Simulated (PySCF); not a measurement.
ethylene (C2H4), SMILES C=C.

Geometry: r2SCAN-D4/def2-TZVP.

Calculation: ωB97X/def2-TZVPD run with PySCF.

Symmetry labels are those of the subgroup D2h that the program uses (full group D2h).

Computed valence orbital energies around the gap with their symmetry:
```json
[
 {"orbital": "HOMO−7", "symmetry": "Ag", "energy (eV)": "-279.08"},
 {"orbital": "HOMO−6", "symmetry": "B1u", "energy (eV)": "-279.06"},
 {"orbital": "HOMO−5", "symmetry": "Ag", "energy (eV)": "-24.31"},
 {"orbital": "HOMO−4", "symmetry": "B1u", "energy (eV)": "-19.08"},
 {"orbital": "HOMO−3", "symmetry": "B2u", "energy (eV)": "-15.91"},
 {"orbital": "HOMO−2", "symmetry": "Ag", "energy (eV)": "-14.43"},
 {"orbital": "HOMO−1", "symmetry": "B3g", "energy (eV)": "-12.50"},
 {"orbital": "HOMO", "symmetry": "B3u", "energy (eV)": "-10.33"},
 {"orbital": "LUMO", "symmetry": "B2g", "energy (eV)": "2.26"},
 {"orbital": "LUMO+1", "symmetry": "Ag", "energy (eV)": "2.38"},
 {"orbital": "LUMO+2", "symmetry": "B1u", "energy (eV)": "2.71"},
 {"orbital": "LUMO+3", "symmetry": "B2u", "energy (eV)": "3.82"}
]
```
